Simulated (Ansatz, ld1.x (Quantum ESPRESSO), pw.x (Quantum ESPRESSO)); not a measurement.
# Equation-of-state test of one TM potential (barium (Ba))

```
Element                 : barium (Ba)
Generator               : ld1.x (Quantum ESPRESSO) 7.5
Type                    : norm-conserving Troullier–Martins (Kleinman–Bylander form)
Functional              : PBE
Relativity              : scalar-relativistic
Frozen core             : [Xe]
Valence charge          : 2
Reference configuration : 5d0 6s1.75 6p0.25
Partial waves           : 6p (bound): rc 3.95 bohr; 5d (bound, empty): rc 3.40 bohr; 6s (bound): rc 3.00 bohr
Local potential         : the s channel
Core correction         : a·sin(br)/r model core inside 2.90 bohr
```

Crystal test: bcc Ba in pw.x 7.5, no spin, 9³ k-points, Fermi–Dirac smearing 0.01 Ry, cutoffs 50/200 Ry. The reference is all-electron LAPW (Ansatz 0.2.0) with the same functional, mesh and smearing; V0 and B0 come from Birch–Murnaghan fits to the pressures at five volumes. Errors are pseudo minus all-electron; Δ is the rms difference of the E(V) curves that follow from these fits, minima aligned, over ±6 % about the mean V0. Mesh and smearing are coarse, so the numbers serve the comparison and aren't converged zero-temperature values; the lattice is a test structure that the element need not adopt.

| V (Å³/atom) | P all-electron (GPa) | P pseudo (GPa) |
| --- | --- | --- |
| 60.428 | 0.47 | 0.80 |
| 62.018 | 0.23 | 0.51 |
| 63.608 | 0.01 | 0.25 |
| 65.198 | -0.19 | 0.01 |
| 66.788 | -0.38 | -0.20 |

All-electron: a0 = 5.031 Å (V0 = 63.67 Å³/atom), B0 = 8.4 GPa.

Pseudopotential: mean pressure error (GPa): +0.24; a0 (Å): 5.073; a0 error (%): +0.84; B0 error (%): +8.6; Δ (meV/atom): 3.2. This is a poor potential for the solid. The logarithmic derivative shows an extra or strongly shifted pseudo pole above the reference energy (s near 1.12 Ry).

**Question.** At the middle volume, how do free energy and pressure move when the wave cutoff is lowered (ecutrho kept at four times it)?

**Answer.**

```json
{"cutoff (Ry)": "22", "shift of F (meV/atom)": "+5.1", "shift of P (GPa)": "-0.02"}
{"cutoff (Ry)": "30", "shift of F (meV/atom)": "+1.8", "shift of P (GPa)": "+0.00"}
{"cutoff (Ry)": "40", "shift of F (meV/atom)": "+0.3", "shift of P (GPa)": "-0.00"}
```

The run at the middle volume (35 k-points, 7 iterations) took about 10 s on one core of a shared host (Neoverse-V1, 64 threads, 495 GiB, load 18).
